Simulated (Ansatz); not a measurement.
Saddle point of AlH3SO, closed shell (AlH₃SO ([OH][AlH][SH]) → AlHO ([OH][Al]) + H₂S; bonds formed: S2–H3; bonds broken: Al1–S2, Al1–H3), PBE0-D4/def2-TZVP structure:

```json
{"atom": "Al1", "x (Å)": "-0.3871", "y (Å)": "0.2349", "z (Å)": "0.8922"}
{"atom": "S2", "x (Å)": "1.1856", "y (Å)": "0.2887", "z (Å)": "-1.0602"}
{"atom": "H3", "x (Å)": "0.9300", "y (Å)": "1.2055", "z (Å)": "0.4495"}
{"atom": "O4", "x (Å)": "-1.8475", "y (Å)": "-0.4846", "z (Å)": "0.4211"}
{"atom": "H5", "x (Å)": "2.0958", "y (Å)": "-0.3195", "z (Å)": "-0.2827"}
{"atom": "H6", "x (Å)": "-1.9767", "y (Å)": "-0.9249", "z (Å)": "-0.4200"}
```

Energies are electronic, without zero-point energy. Barriers and step energies count from the start structure reached by relaxing down the imaginary mode; all methods use the PBE0-D4 structures, on which another method's saddle can fall below an end. Program: Ansatz 0.2.0. Basis: def2-TZVPP, with def2-QZVPP for the basis limit. Cores are frozen in the correlated methods. B3LYP uses VWN-RPA correlation. Extrapolation: Hartree–Fock as exp(−7.88 √X), correlation as X^−2.97.

```
      method  barrier (kJ/mol)  step energy (kJ/mol)
       SPW92             227.6                 162.6
      PBE-D4             239.0                 154.5
     BLYP-D4             246.3                 144.1
   r2SCAN-D4             269.1                 183.8
      B97M-V             279.0                 178.1
     PBE0-D4             271.1                 166.0
    B3LYP-D4                 ?                 155.4
  r2SCAN0-D4             289.1                 184.6
    BHLYP-D4             309.2                 166.9
CAM-B3LYP-D4             295.0                 163.4
     wB97X-V             307.7                 174.9
     wB97M-V             291.3                 158.1
      B2PLYP             283.5                 165.9
    PBE-QIDH             296.8                 180.0
  RPA on PBE             274.2                 151.8
          HF                 ?                 172.6
         MP2                 ?                 179.2
        CCSD             303.3                 164.7
     CCSD(T)             287.7                 165.3
```

**Question.** Fill in the withheld barriers. (To be estimated.)

**Answer.** By the calculation: HF 365.1; MP2 294.9; B3LYP-D4 272.3 kJ/mol. Each is the energy of the saddle less that of the start structure, by the same method.

For comparison, the barrier by CCSD(T) at an estimated basis limit (MP2 extrapolated from triple and quadruple zeta, plus CCSD(T) − MP2 in triple zeta) is 286.4 kJ/mol.

T1 diagnostic: at most 0.019. The restricted Hartree–Fock reference is unstable towards an unrestricted one at one or more of these structures. A large double-excitation amplitude points to some diradical character; no triplet was computed.

Labels in which every atom is bracketed show which atoms are joined, not bond orders.

For scale, one of the runs: CCSD(T)/def2-TZVPP, 157 basis functions, launched by `ansatz run in.yaml --threads 2 --pin off --events-out ev --progress --plain --max-ram 4352MiB`. Hardware: 2 CPU threads of an Intel Xeon Platinum 8375C, shared host. Wall time 9.5 s; peak host memory 1 GiB.
